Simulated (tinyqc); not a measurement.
Inside a calculation. Method: CIS and TDHF on RHF in the sto-3g basis, frozen core, for HF, spin multiplicity 1. One step of it, computed by the program tinyqc.

Problem. Integrals over molecular orbitals. (pq|rs) = sum C_ip C_jq C_kr C_ls (ij|kl), one index at a time.

coefficients C:
```
,MO1,MO2,MO3,MO4,MO5,MO6
1F 1s,0.994847,-0.253973,0.067885,0.000000,0.000000,0.070204
1F 2s,0.021497,0.969026,-0.352842,0.000000,0.000000,-0.422120
1F 2px,0.000000,0.000000,0.000000,-0.180238,0.983623,0.000000
1F 2py,0.000000,0.000000,0.000000,0.983623,0.180238,0.000000
1F 2pz,0.002066,0.054058,0.690646,0.000000,0.000000,-0.797641
2H 1s,-0.004387,0.130499,0.560234,0.000000,0.000000,0.979124
```

core Hamiltonian H = T + V (hartree), lower triangle:
```
,1F 1s,1F 2s,1F 2px,1F 2py,1F 2pz,2H 1s
1F 1s,-40.527545
1F 2s,-9.509266,-11.004395
1F 2px,0.000000,0.000000,-8.674077
1F 2py,0.000000,0.000000,0.000000,-8.674077
1F 2pz,-0.011419,-0.140231,0.000000,0.000000,-8.756777
2H 1s,-1.439336,-3.194428,0.000000,0.000000,-2.182439,-4.876618
```

Two-electron integrals (ij|kl) in chemists' order, unique and non-zero (hartree):
```
i,j,k,l,(ij|kl)
1,1,1,1,5.403501
2,1,1,1,0.841920
2,1,2,1,0.156299
2,2,1,1,1.268028
2,2,2,1,0.292344
2,2,2,2,0.926167
3,1,3,1,0.027998
3,2,3,1,0.043169
3,2,3,2,0.204588
3,3,1,1,1.264502
3,3,2,1,0.292403
3,3,2,2,0.925959
3,3,3,3,0.997514
4,1,4,1,0.027998
4,2,4,1,0.043169
4,2,4,2,0.204588
4,3,4,3,0.053770
4,4,1,1,1.264502
4,4,2,1,0.292403
4,4,2,2,0.925959
4,4,3,3,0.889973
4,4,4,4,0.997514
5,1,5,1,0.027998
5,2,5,1,0.043169
5,2,5,2,0.204588
5,3,5,3,0.053770
5,4,5,4,0.053770
5,5,1,1,1.264502
5,5,2,1,0.292403
5,5,2,2,0.925959
5,5,3,3,0.889973
5,5,4,4,0.889973
5,5,5,5,0.997514
6,1,1,1,0.128140
6,1,2,1,0.023592
6,1,2,2,0.043863
6,1,3,3,0.043795
6,1,4,4,0.043795
6,1,5,1,0.000968
6,1,5,2,0.001818
6,1,5,5,0.044005
6,1,6,1,0.003598
6,2,1,1,0.329101
6,2,2,1,0.076913
6,2,2,2,0.272387
6,2,3,3,0.268373
6,2,4,4,0.268373
6,2,5,1,0.005249
6,2,5,2,0.041185
6,2,5,5,0.280147
6,2,6,1,0.011784
6,2,6,2,0.099147
6,3,3,1,0.007996
6,3,3,2,0.047589
6,3,5,3,0.008641
6,3,6,3,0.014598
6,4,4,1,0.007996
6,4,4,2,0.047589
6,4,5,4,0.008641
6,4,6,4,0.014598
6,5,1,1,0.225911
6,5,2,1,0.053468
6,5,2,2,0.202683
6,5,3,3,0.194054
6,5,4,4,0.194054
6,5,5,1,0.011183
6,5,5,2,0.076598
6,5,5,5,0.219711
6,5,6,1,0.008531
6,5,6,2,0.090495
6,5,6,5,0.096576
6,6,1,1,0.489637
6,6,2,1,0.116306
6,6,2,2,0.475403
6,6,3,3,0.459327
6,6,4,4,0.459327
6,6,5,1,0.009819
6,6,5,2,0.108927
6,6,5,5,0.507023
6,6,6,1,0.017927
6,6,6,2,0.223416
6,6,6,5,0.237048
6,6,6,6,0.774606
```

Give: one-electron integrals over orbitals h = C^T H C; Two-electron integrals over orbitals.

Solution.

one-electron integrals over orbitals h = C^T H C (hartree), lower triangle:
```
,1,2,3,4,5,6
1,-40.510
2,0.712,-9.133
3,-0.181,0.553,-7.277
4,0.000,0.000,0.000,-8.674
5,0.000,0.000,0.000,0.000,-8.674
6,-0.191,1.023,2.033,0.000,0.000,-6.085
```

Two-electron integrals over orbitals (pq|rs), unique and non-zero (hartree); the lowest 1 orbital is frozen and left out:
```
p,q,r,s,(pq|rs)
2,2,2,2,0.861
3,2,2,2,-0.035
3,2,3,2,0.150
3,3,2,2,0.731
3,3,3,2,-0.033
3,3,3,3,0.727
4,2,4,2,0.185
4,3,4,2,-0.037
4,3,4,3,0.042
4,4,2,2,0.885
4,4,3,2,-0.075
4,4,3,3,0.723
4,4,4,4,0.998
5,2,5,2,0.185
5,3,5,2,-0.037
5,3,5,3,0.042
5,4,5,4,0.054
5,5,2,2,0.885
5,5,3,2,-0.075
5,5,3,3,0.723
5,5,4,4,0.890
5,5,5,5,0.998
6,2,2,2,-0.112
6,2,3,2,-0.060
6,2,3,3,-0.029
6,2,4,4,-0.110
6,2,5,5,-0.110
6,2,6,2,0.094
6,3,2,2,-0.196
6,3,3,2,0.092
6,3,3,3,-0.111
6,3,4,4,-0.217
6,3,5,5,-0.217
6,3,6,2,0.049
6,3,6,3,0.200
6,4,4,2,-0.037
6,4,4,3,-0.018
6,4,6,4,0.031
6,5,5,2,-0.037
6,5,5,3,-0.018
6,5,6,5,0.031
6,6,2,2,0.665
6,6,3,2,0.061
6,6,3,3,0.665
6,6,4,4,0.642
6,6,5,5,0.642
6,6,6,2,-0.062
6,6,6,3,-0.019
6,6,6,6,0.701
```
